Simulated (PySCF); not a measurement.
Input file for PySCF: R-MP2/6-31G* on CH7NO (a complex).

```python
from pyscf import gto, scf, dft, mp
from pyscf.data.elements import chemcore

mol = gto.M(
    atom='''
    N    -0.80436863   -0.69219687   -0.35724871
    H    -0.90005563   -1.66102787   -0.08139571
    H    -1.39350863   -0.57876187   -1.17200871
    C    -1.28781363    0.17588313    0.72312829
    H    -1.18366463    1.21294913    0.41527629
    H    -2.32564163    0.00247913    1.01425929
    H    -0.65592763    0.03619813    1.59636929
    O     1.85803137    0.51852113   -0.25348871
    H     1.04051437    0.02224913   -0.42664171
    H     2.43993337    0.26002313   -0.96923471
    ''',
    basis='6-31g*',
    cart=True,
    charge=0, spin=0, verbose=3, max_memory=1800)
mf = scf.RHF(mol)
mf.conv_tol = 1e-8
mf.max_cycle = 100
mf.kernel()
if not mf.converged:
    mf = mf.newton().run(mf.mo_coeff, mf.mo_occ)
pt = mp.MP2(mf, frozen=chemcore(mol)).run()
```

Output:

```
converged SCF energy = -171.229929300959
E(RMP2) = -171.717207088892  E_corr = -0.487277787933121
E(SCS-RMP2) = -171.711740857181  E_corr = -0.481811556222018
```

Self-consistency was reached.

Cost: about 0.3 core-seconds (a rough figure).
